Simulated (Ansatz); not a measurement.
Mulliken charges of C₄H₄O₂ (`Oc1ccco1`) from PBE/def2-TZVPP in Ansatz (PBE0-D4/def2-TZVP geometry).

```tsv
atom	x (Å)	y (Å)	z (Å)	charge (e)
O1	0.125	-0.992	-2.009	-0.235
C2	0.058	-0.373	-0.827	0.249
C3	-0.067	-0.784	0.460	-0.227
C4	-0.071	0.422	1.232	-0.150
C5	0.051	1.441	0.358	-0.060
O6	0.131	0.956	-0.918	-0.155
H7	0.060	-1.940	-1.863	0.215
H8	-0.145	-1.799	0.815	0.111
H9	-0.154	0.507	2.303	0.117
H10	0.096	2.512	0.454	0.135
```

By hand: the dipole of these point charges (1 e Å = 4.8032 D).

Σ q r = (-0.021, -0.198, 0.118) e Å, of length 0.231 e Å = 1.11 D.

How does the dipole of the full density compare? (An estimate is asked.)

Computed: (-0.031, -0.341, 0.151) e Å, 1.80 D; the point charges give 0.62 times that, at 7° from its direction.

Point charges leave out the atoms' own dipoles, such as those of lone pairs, and Mulliken's split depends on the basis, so the two needn't agree.
